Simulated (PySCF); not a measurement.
NO+, NO (charge +1).
SMILES with atom numbers: `[N:1]#[O+:2]`

Structure used (PBE/6-31+G*), in Å, numbered top down from 1:
```xyz
2
NO angstrom
N      0.5779    0.0040   -0.0111
O     -0.5071    0.0117   -0.0203
```

Computed with PBE/6-31+G* geometry optimisation, gas phase in PySCF 2.14.0.

Take the most abundant isotopes and a rigid rotor. 

Q: What are the moment of inertia and the rotational constant?

A: I = 8.791 u·Å², B = 505379 MHz·u·Å²/I = 57487 MHz (1.9176 cm⁻¹, or 2.759 K as hB/k). For two atoms I = μr² with μ = 7.4664 u and r = 1.0851 Å.

Q: List the first levels of a rigid rotor in a Σ state.

A: E(J) = BJ(J+1): J = 1: 3.835, J = 2: 11.505, J = 3: 23.011, J = 4: 38.351, J = 5: 57.527, J = 6: 80.537 cm⁻¹.

Q: Where do the first rotational lines fall?

A: The dipole is 0.37 D (about the centre of mass, as the species is charged); J+1 ← J lies at 2B(J+1): 1 ← 0 at 114.97 GHz, 2 ← 1 at 229.95 GHz, 3 ← 2 at 344.92 GHz, 4 ← 3 at 459.90 GHz, 5 ← 4 at 574.87 GHz, 6 ← 5 at 689.84 GHz.

Q: Estimate the classical rotational partition function at 50 K and 500 K.

A: Point group C∞v, symmetry number σ = 1; q = kT/(σhB), k/h = 20836.6 MHz/K: 18.1 at 50 K, 181 at 500 K.

Stationary, but not proved a minimum. Geometry: PBE/6-31+G*; no solvent, vibrations or thermal averaging. Constants of a rigid frame at the computed geometry: no zero-point averaging, no centrifugal distortion.

Time: 1.4 s; peak memory 0.23 GiB. Hardware: an Arm Neoverse V1 with one thread, on a shared host. That covers the optimisation of the geometry.
